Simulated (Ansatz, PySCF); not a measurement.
Complex: H2O (SMILES O) (first 3 atoms) with CH5N (SMILES CN); geometry from S66by8 set.
(charge 0, multiplicity 1):
```xyz
10

O     -2.117    -0.559    -0.005
H     -2.475     0.328     0.028
H     -1.155    -0.422     0.011
N      0.855    -0.342     0.021
H      1.150    -0.895    -0.774
H      1.165    -0.853     0.838
C      1.514     0.966    -0.019
H      1.204     1.548     0.845
H      2.606     0.927    -0.028
H      1.188     1.502    -0.907
```

Basis-set superposition error: the interaction energy with monomers in their own basis, and in the dimer's basis (counterpoise).

Codes used: Ansatz (Gaussian basis) for Hartree–Fock, density functionals and correlated methods; PySCF for 6-31G* rows, M06-2X. Each number belongs to the level named beside it.

```json
[
 {"level": "HF/6-31G*", "uncorrected (kcal/mol)": "-6.56", "counterpoise (kcal/mol)": "-5.73", "difference": "0.83"},
 {"level": "HF/aug-cc-pVTZ", "uncorrected (kcal/mol)": "-4.83", "counterpoise (kcal/mol)": "-4.75", "difference": "0.07"},
 {"level": "r2SCAN/def2-TZVPPD", "uncorrected (kcal/mol)": "-7.14", "counterpoise (kcal/mol)": "-7.05", "difference": "0.08"},
 {"level": "B3LYP/6-31G*", "uncorrected (kcal/mol)": "-8.36", "counterpoise (kcal/mol)": "-7.10", "difference": "1.26"},
 {"level": "M06-2X/def2-TZVPPD", "uncorrected (kcal/mol)": "-6.93", "counterpoise (kcal/mol)": "-6.83", "difference": "0.09"},
 {"level": "wB97X-V/def2-TZVPPD", "uncorrected (kcal/mol)": "-7.06", "counterpoise (kcal/mol)": "-6.98", "difference": "0.07"},
 {"level": "wB97M-V/def2-TZVPPD", "uncorrected (kcal/mol)": "-6.99", "counterpoise (kcal/mol)": "-6.90", "difference": "0.09"},
 {"level": "B2PLYP/def2-TZVPPD", "uncorrected (kcal/mol)": "-6.73", "counterpoise (kcal/mol)": "-6.52", "difference": "0.21"},
 {"level": "SCS-MP2/aug-cc-pVDZ", "uncorrected (kcal/mol)": "-6.86", "counterpoise (kcal/mol)": "-5.71", "difference": "1.15"},
 {"level": "CCSD(T)/aug-cc-pVTZ", "uncorrected (kcal/mol)": "-7.20", "counterpoise (kcal/mol)": "-6.69", "difference": "0.51"}
]
```

The error is largest for B3LYP/6-31G* (1.26 kcal/mol) and smallest for wB97X-V/def2-TZVPPD (0.07 kcal/mol).

Ansatz is a first-principles code.
